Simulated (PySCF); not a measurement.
# SiO₂ + F₂ → SiF₂ + O₂

Level: PBE in the def2-TZVP basis family, all electrons, no relativity, computed in PySCF with density fitting; open shells unrestricted.

```tsv
species	state and structure	E (Eh)	ZPE (kJ/mol)	H(298 K) − H(0) (kJ/mol)	S° (J/(mol K))
SiO₂	singlet, D∞h, Si–O 1.527 Å (×2)	-439.73544	17.3	11.2	232.8
F₂	singlet, D∞h, F–F 1.413 Å	-199.42304	6.0	8.8	202.5
SiF₂	singlet, C2v, Si–F 1.624 Å (×2); F–Si–F 101.1°	-489.04043	11.6	11.4	258.0
O₂	triplet, D∞h, O–O 1.219 Å	-150.24892	9.3	8.7	205.2
```

(1) What is the electronic reaction energy?

(2) Add zero-point, thermal and entropy terms for 298.15 K and 1 bar.

## Answers

(1) At PBE/def2-TZVP, ΔE = -343.6 kJ/mol from the differences of the total energies times 2625.5, downhill. Fluorination of this kind underlies dry etching and chamber cleaning.

(2) ΔZPE = -2.4 and Δ[H(298) − H(0)] = 0.1 kJ/mol give ΔH° = -345.9 kJ/mol. ΔS° = 27.9 J/(mol K), so ΔG° = -345.9 − 298.15 × (0.0279) = -354 kJ/mol.

The structures come from searches over a few start shapes, so lower isomers are not excluded.
